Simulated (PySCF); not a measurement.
Gas-phase reaction: BCl + BCl₃ = 2 BCl₂

Energies from PySCF (xtb for GFN2), thermal terms from the rigid-rotor harmonic-oscillator model, ideal gas at 1 bar. 'Table' is the NASA 1993 thermochemical table (part measured, part estimated). After a fit of one offset per element over all species, the range-separated, M06-2X, PBE0/def2-QZVP and CCSD(T)/def2-TZVPP enthalpies, where run, lie to one side of the table for BCl (+35 kJ/mol), BCl₂ (+48 kJ/mol): a fault of the table's entry, another state or a shared error of the levels is possible; this was not checked at source. † marks an energy on the PBE0/def2-TZVP geometry and frequencies; other levels use their own. CCSD(T) freezes the core. Open shells (unrestricted): BCl₂ (multiplicity 2); the rest are closed-shell singlets. GFN2 has no spin-polarisation term. CCSD(T) isn't extrapolated to the basis-set limit; its ΔH°(298 K) is 164.6 kJ in def2-SVP and 166.8 kJ in def2-TZVPP. The harmonic model lacks anharmonicity and excited electronic states, which grow with temperature; levels with a mode under 35 cm⁻¹ are left out. The table's entry may be an old estimate for BCl, BCl₂ (not checked at source).

```json
[
 {"level": "table", "ΔH°(298 K), kJ": "102.5", "minus table": "-", "ΔG°(2500 K), kJ": "3.1"},
 {"level": "CCSD(T)/def2-SVP†", "ΔH°(298 K), kJ": "164.6", "minus table": "62.1", "ΔG°(2500 K), kJ": "82.6"},
 {"level": "CCSD(T)/def2-TZVPP†", "ΔH°(298 K), kJ": "166.8", "minus table": "64.3", "ΔG°(2500 K), kJ": "84.8"},
 {"level": "GFN2-xTB", "ΔH°(298 K), kJ": "139.4", "minus table": "36.9", "ΔG°(2500 K), kJ": "61.6"},
 {"level": "HF/def2-TZVP†", "ΔH°(298 K), kJ": "80.3", "minus table": "-22.2", "ΔG°(2500 K), kJ": "-1.8"},
 {"level": "PBE/def2-SVP", "ΔH°(298 K), kJ": "124.0", "minus table": "21.5", "ΔG°(2500 K), kJ": "42.3"},
 {"level": "PBE0/def2-QZVP†", "ΔH°(298 K), kJ": "118.2", "minus table": "15.7", "ΔG°(2500 K), kJ": "36.1"},
 {"level": "PBE0/def2-TZVP", "ΔH°(298 K), kJ": "119.4", "minus table": "16.9", "ΔG°(2500 K), kJ": "37.4"},
 {"level": "r2SCAN/def2-TZVP†", "ΔH°(298 K), kJ": "101.0", "minus table": "-1.5", "ΔG°(2500 K), kJ": "18.9"}
]
```
